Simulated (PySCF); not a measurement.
**Magnetisability: Na2**

Geometry:
```tsv
atom	x (Å)	y (Å)	z (Å)
Na1	1.547	-0.004	-0.003
Na2	-1.546	0.004	-0.012
```

Computed with GIAO B3LYP/aug-pcSseg-1 magnetisability, rotational g tensor and spin-rotation constants, non-relativistic, gas phase in PySCF 2.14.0. Geometry: PBE0-D3(BJ)/def2-SVP, altered.

Q: How diamagnetic is it, and how anisotropic?

A: Isotropic -754 × 10⁻³⁰ J/T², or -45.4 × 10⁻⁶ cm³/mol; principal values -796, -796, -672 × 10⁻³⁰ J/T², anisotropy 124 × 10⁻³⁰ J/T² (root of half the summed squared differences of the principal values). The susceptibility is in cgs units.

Q: Split it along the inertial axes a, b, c into diamagnetic and paramagnetic parts about the centre of mass, with the quadrupole moment.

A: 
| axis | χ (10⁻⁶ cm³/mol) | diamagnetic (10⁻⁶ cm³/mol) | paramagnetic (10⁻⁶ cm³/mol) | summed x² of all electrons (Å²) | quadrupole Θ (D Å) |
| --- | --- | --- | --- | --- | --- |
| a | -40.5 | -40.5 | 0.0 | 54.9 | +12.05 |
| b | -47.9 | -253.0 | 205.1 | 4.8 | -6.02 |
| c | -47.9 | -253.0 | 205.1 | 4.8 | -6.02 |

Anisotropies 2χaa − χbb − χcc = +14.9 and 2χbb − χaa − χcc = -7.5 × 10⁻⁶ cm³/mol. Θ is traceless in Buckingham's convention.

Q: And the rotational g tensor?

A: 
```tsv
axis	rotational constant (GHz)	g	nuclear part	electronic part
b	4.5969	+0.0391	0.4820	-0.4429
c	4.5969	+0.0391	0.4820	-0.4429
```
Linear; isotopes 23Na; no vibrational averaging.
